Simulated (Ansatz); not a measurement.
Geometry optimisation, Ansatz, RKS B3LYP-D4/STO-3G.

Input file:

```yaml
crystal:
  periodic: [false, false, false]
  atoms:
    - { symbol: "N", position_ang: [0.0538, -1.8247, 0.5564] }
    - { symbol: C, position_ang: [0.0, -0.3491, 0.4554] }
    - { symbol: O, position_ang: [1.2762, 0.0746, 0.7453] }
    - { symbol: O, position_ang: [-0.2767, 0.0259, -0.8677] }
    - { symbol: C, position_ang: [-0.515, 1.3416, -1.0334] }
    - { symbol: O, position_ang: [-0.3879, 2.2148, -0.1499] }
    - { symbol: H, position_ang: [-0.704, -2.1163, -0.0628] }
    - { symbol: H, position_ang: [0.9209, -2.0538, 0.1128] }
    - { symbol: H, position_ang: [-0.7089, 0.0693, 1.2272] }
    - { symbol: H, position_ang: [1.2071, 0.9971, 1.0769] }
    - { symbol: H, position_ang: [-0.8001, 1.5635, -2.0395] }
basis:
  gaussian: { orbitals: STO-3G }
hamiltonian:
  xc: b3lyp
  dispersion: d4
relax:
  f_tol: 0.02
  max_steps: 40
scf:
  lower_state_search: "off"
```

Launched with:

```bash
$ ansatz run input.yaml --threads 1 --pin off --max-ram 2048MiB --backend cpu --events-out ev --progress --plain --runs-dir out
```

Where does it end, and by what steps?

It converged. Limits of this set-up: minimal basis. After 13 steps the energy has fallen by 1.137 eV; O6 moved furthest, 0.54 Å.

```tsv
step	energy less start (eV)	largest force component (eV/Å)	accepted
0	0.0000	4.114	yes
1	-0.7761	1.770	yes
2	-0.9249	0.882	yes
3	-0.8682	1.686	no
4	-1.0025	0.512	yes
5	-1.0681	0.318	yes
6	-1.1164	0.532	yes
7	-1.1321	0.259	yes
8	-1.1261	0.533	no
9	-1.1318	0.556	no
10	-1.1355	0.094	yes
11	-1.1365	0.046	yes
12	-1.1358	0.116	no
13	-1.1367	0.011	yes
```

```xyz
11
Properties=species:S:1:pos:R:3
N 0.170 -1.890 0.587
C -0.019 -0.418 0.572
O 1.188 0.223 0.930
O -0.494 0.027 -0.874
C -0.386 1.403 -1.010
O 0.155 2.200 -0.173
H -0.675 -2.309 0.109
H 0.981 -2.093 -0.060
H -0.923 -0.164 1.198
H 0.903 1.223 0.724
H -0.835 1.741 -1.982
```

Whether the end is a true minimum wasn't checked by a vibrational analysis.

Run time: 26 s on 1 thread of Arm Neoverse V2, with other jobs on the host, peak memory 0.12 GiB.
